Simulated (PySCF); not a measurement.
# First-order multiplets

Geometry:
| atom | x (Å) | y (Å) | z (Å) |
| --- | --- | --- | --- |
| F1 | 0.378 | 1.846 | 0.725 |
| C2 | 0.166 | 0.662 | 0.209 |
| C3 | 0.560 | 0.066 | -0.962 |
| N4 | 0.035 | -1.187 | -0.960 |
| N5 | -0.640 | -1.388 | 0.118 |
| N6 | -0.571 | -0.268 | 0.847 |
| H7 | 1.169 | 0.455 | -1.773 |
| H8 | -1.035 | -0.202 | 1.745 |

Gas phase, a single conformation, non-relativistic. PBE0-D3(BJ)/def2-SVP geometry; σ from GIAO-KT2/pcSseg-2; J: B3LYP/pcJ-1; PySCF.

Shifts are taken against calculated references (same method and geometry level): ¹⁹F (136.34 ppm) against CFCl3; ¹³C (182.28 ppm) and ¹H (31.18 ppm) against TMS.

Spectrometer: 600 MHz for ¹H. First-order analysis; couplings under 1 Hz (under 4 Hz in carbon signals) are ignored, and nearly equal couplings are merged; the smaller ones broaden or split the lines further.

Problem. What pattern does F1 show (¹⁹F)?

Solution. A doublet at δ -199.5: 7.8 Hz to H7 (1 × ¹H, 3 bonds away). Lines in Hz from the centre (relative intensity): +3.9 (1), -3.9 (1). The outer lines are 7.8 Hz apart, the sum of the couplings kept, or 0.014 ppm at this field.

Problem. What pattern does C3 show in the proton-coupled ¹³C spectrum?

Solution. A doublet of doublets at δ 108.7: 212.0 Hz to H7 (1 × ¹H, 1 bond away), 7.5 Hz to F1 (1 × ¹⁹F, 2 bonds away). Lines in Hz from the centre (relative intensity): +109.8 (1), +102.2 (1), -102.2 (1), -109.8 (1). The outer lines are 219.5 Hz apart, the sum of the couplings kept, or 1.455 ppm at this field.

Problem. What pattern does H7 show (¹H)?

Solution. A doublet at δ 7.05: 7.8 Hz to F1 (1 × ¹⁹F, 3 bonds away). Lines in Hz from the centre (relative intensity): +3.9 (1), -3.9 (1). The outer lines are 7.8 Hz apart, the sum of the couplings kept, or 0.013 ppm at this field.

OH/NH shifts are gas-phase values; hydrogen bonding in solution moves them, usually downfield.
